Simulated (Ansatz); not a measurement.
A calculation with Ansatz (development build ahead of 0.2.0).

```yaml
crystal:
  periodic: [false, false, false]
  atoms:
    - { symbol: "N", position_ang: [-0.50888, 0.04858, -0.31711] }
    - { symbol: "N", position_ang: [0.51816, -0.06618, 0.30939] }
    - { symbol: H, position_ang: [-1.17213, 0.57141, 0.2514] }
    - { symbol: H, position_ang: [1.17994, -0.59069, -0.25903] }
basis:
  gaussian: { orbitals: def2-SVP }
total_charge: 1
magnetization:
  spin_polarized: true
  initial_magnetization: 1
hamiltonian:
  xc: hf
output:
  forces: true
```

The input is written out in the form of the current development build from the run's settings.

Results

```yaml
Converged: yes
Total_energy: -109.56676 hartree
Spin_squared_of_the_determinant: 1.013
Stability_test: minimum
```

Forces (eV/Å):
```csv
atom,Fx,Fy,Fz
N1,3.055,0.818,4.376
N2,-2.459,-0.792,-3.806
H3,-2.137,0.410,-0.938
H4,1.540,-0.435,0.368
```

Caution: the unrestricted determinant is spin contaminated; the determinant breaks the point group.
